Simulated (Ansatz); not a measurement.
Run this with Ansatz 0.2.0, Python API and show what comes out.

The script, `cas.py`:
```python
"""Active-space calculation on CH4MgO."""

from dataclasses import dataclass

import ansatz as az


@dataclass(frozen=True)
class Settings:
    basis_set: str = "cc-pVDZ"


settings = Settings()

GEOMETRY = """
C    -1.10740    0.65420   -0.30690
Mg    0.70830   -0.35970   -0.02320
O     2.40520   -1.33110    0.23800
H    -1.87680   -0.01460   -0.59430
H    -1.03380    1.43330   -1.15290
H    -1.43730    1.23860    0.61670
H     2.40300   -1.68870    1.17690
"""

molecule = az.Crystal.molecule()
for line in GEOMETRY.strip().splitlines():
    symbol, *xyz = line.split()
    molecule = molecule.atom(symbol, [float(v) for v in xyz])

job = molecule.calculation()
job = job.basis(gaussian=settings.basis_set)
job = job.correlation(active_electrons=4, active_orbitals=4)
for method in ["sc_nevpt2"]:
    report = (job if method is None else job.correlation(method)).run().report
    space = report["configurations"]
    state = space["states"][0]
    print(method or "casscf", f"total {report['free_energy_ev'] / 27.211386246:.6f} Ha, active-space state {state['energy']['hartree']:.6f} Ha, mean field {report['reference_energy_ev'] / 27.211386246:.6f} Ha")
    print("  determinants", state["n_determinants"], " natural occupations", [round(n, 3) for n in space["natural_occupations"]])
```

```console
$ python cas.py
RunWarning: the results are in doubt because another end's mean lies 0.470 eV lower, and its corrected mean 0.109 eV higher
sc_nevpt2 total -315.065159 Ha, active-space state -314.718339 Ha, mean field -314.681224 Ha
  determinants 36  natural occupations [1.977, 1.97, 0.03, 0.023]
```
(Warnings from the package without file and line.)

What to keep in mind:
- These settings explore the input space; basis and method may be short of convergence.
- The geometry is a force-field or estimated start, not a minimum of this method, and the basis set is short of its limit. The active space starts as a window about the frontier orbitals and is then optimised, not chosen by chemistry.
- A lower CASSCF solution was found and passed over, so the printed active-space state isn't the lowest.
- It ran for 4.6 s on 1 thread of Arm Neoverse V1, on a shared host, peak memory 0.16 GiB.

(Lines on the test bed's own set-up are left out of the output.)
